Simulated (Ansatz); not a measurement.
# H2O2: the cost of one run

Method: def2-QZVPP, core rule «outside noble gas», up to 2 orbitals frozen; program: Ansatz 0.2.0, Gaussian basis.

To be run: UHF; ROHF; CCSD(T) on UHF.

2 further runs of the same task are left out: 2 set aside as unsound or not needed. Runs told in other sessions of the task aren't counted.

### Step 1. The system

The geometry is a PBE0/def2-TZVP stationary point (not a proven minimum).

4 atoms, charge 0, spin multiplicity 3.

Atoms are counted from 1 here; the program's logs count them from 0.

Bond lengths: O1–H3 0.969 Å, O2–H4 0.969 Å.

Geometry (Å):

```tsv
atom	x (Å)	y (Å)	z (Å)
O1	0.00000	-0.11483	0.93472
O2	0.00000	0.11483	-0.93472
H3	0.00000	0.85169	1.00822
H4	0.00000	-0.85169	-1.00822
```

### Step 2. UHF

in.yaml reads:

```yaml
crystal:
  periodic: [false, false, false]
  atoms:
    - {symbol: O, position_ang: [0.000000, -0.114833, 0.934723]}
    - {symbol: O, position_ang: [0.000000, 0.114833, -0.934723]}
    - {symbol: H, position_ang: [0.000000, 0.851694, 1.008223]}
    - {symbol: H, position_ang: [0.000000, -0.851694, -1.008223]}
basis:
  gaussian: {orbitals: "def2-QZVPP.json"}
magnetization: {spin_polarized: true, initial_magnetization: 2}
hamiltonian: {xc: hf}
output: {orbitals: {seedname: orbitals}}
```

Run with:

```bash
ansatz run in.yaml --threads 1 --pin off --events-out ev --progress --plain --max-ram 2393MiB
```

Q: Estimate wall time and peak memory on 1 thread of Arm Neoverse V2, shared host.

About 8 s, with a peak of 0.25 GiB.
